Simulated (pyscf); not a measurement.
Single points on ωB97X-D3(BJ)/def2-SVP structures (PySCF, gas phase).

Question: Estimate by transition-state theory the rate constant of Cl–W(Cl)(Cl)(Cl)(Cl)–Cl + NH₃ → H₂N–W(Cl)(Cl)(Cl)(Cl)–Cl + HCl (singlet surface; Cl–W, H–N broken, N–W, Cl–H formed) at 298 K, with ωB97M-D3(BJ)/def2-TZVP energies (ideal gas, 1 atm, RRHO with modes under 100 cm⁻¹ raised to 100, one conformer, R ln 2 for rigid chiral ones; no tunnelling).

Answer: The electronic barrier is 19.9 kcal/mol and the thermal terms add +8.0, so ΔG‡ = 27.9 kcal/mol. With k_BT/h = 6.21e+12 s⁻¹ and RT = 0.592 kcal/mol, and a volume of 4.06e-20 cm³ per molecule at 1 atm, k = 8.4e-28 cm³ molecule⁻¹ s⁻¹. Wigner's tunnelling factor for 877i cm⁻¹ would be 1.75, likely too low at so high a frequency. A shift of 1 kcal/mol in the barrier changes k by a factor 5.4. On the reactant side the descent ends in an adduct with a N–W contact, 4.8 kcal/mol under the separated species and 25.4 kcal/mol under the saddle at ωB97X-D3(BJ)/def2-TZVP. On the product side the descent ends in a complex, 5.3 kcal/mol under the separated species and 23.6 kcal/mol under the saddle at ωB97X-D3(BJ)/def2-TZVP. What is counted as formed (N–W) is already present as a longer contact in the reactant adduct; forming that adduct is a step of its own. One saddle was located; it need not be the lowest between these sides. Elements past Kr carry the def2 core potentials, without spin-orbit coupling.
